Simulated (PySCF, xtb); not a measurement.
**BH6NO: 3 structures ranked**

3 gas-phase structures of BH6NO, found in a search over its isomers (lower ones may exist). Each was relaxed with GFN2-xTB:

A. `[BH3-][NH2+]O`, a singlet
B. a singlet given by its coordinates
C. `[BH3-][OH+]N`, a singlet

B (Å):

```yaml
atoms:
  - { symbol: B, position_ang: [0.5286, -0.7438, 1.4589] }
  - { symbol: N, position_ang: [0.5462, -1.1727, -0.2791] }
  - { symbol: O, position_ang: [1.2213, 0.4805, 1.5085] }
  - { symbol: H, position_ang: [0.2130, -2.1195, -0.4044] }
  - { symbol: H, position_ang: [1.5185, -1.0927, -0.5496] }
  - { symbol: H, position_ang: [-0.0183, -0.5188, -0.8073] }
  - { symbol: H, position_ang: [1.1578, -1.6365, 1.9211] }
  - { symbol: H, position_ang: [-0.6419, -0.7325, 1.6988] }
  - { symbol: H, position_ang: [0.6457, 1.2376, 1.4217] }
```

Close contacts (Å): B1–N2 1.79, B1–O3 1.41, B1–H7 1.19, B1–H8 1.19, N2–H4 1.01, N2–H5 1.01, N2–H6 1.01, O3–H9 0.96.

Q: Make a reasoned guess at their ranking by r2SCAN-D4/def2-SVP single-point energy.

A: Calculated order at r2SCAN-D4/def2-SVP: B (0.0), A (312.6), C (348.4) kJ/mol.

Energies above the lowest of each column, in kJ/mol; the last columns are at PBE0-D3(BJ)/pcseg-1 geometries:

| structure | GFN2-xTB | HF/STO-3G | r2SCAN-D4/def2-SVP | PBE0-D3(BJ)/pcseg-1 | CCSD(T)/def2-SVP + ΔMP2/def2-TZVPP |
| --- | --- | --- | --- | --- | --- |
| B | 0.0 | 0.0 | 0.0 | 0.0 | 0.0 |
| A | 248.3 | 229.8 | 312.6 | 311.0 | 317.8 |
| C | 240.7 | 212.3 | 348.4 | 350.0 | 351.1 |

Every level run on B puts it lowest or level with the lowest. Some further structures that were screened fall inside this span and aren't listed. Flexible structures stand in one conformer each, not always the lowest. ΔMP2 is the change of the MP2 energy from the smaller to the larger basis.

Programs: PySCF 2.14.0, xtb 6.7.1.
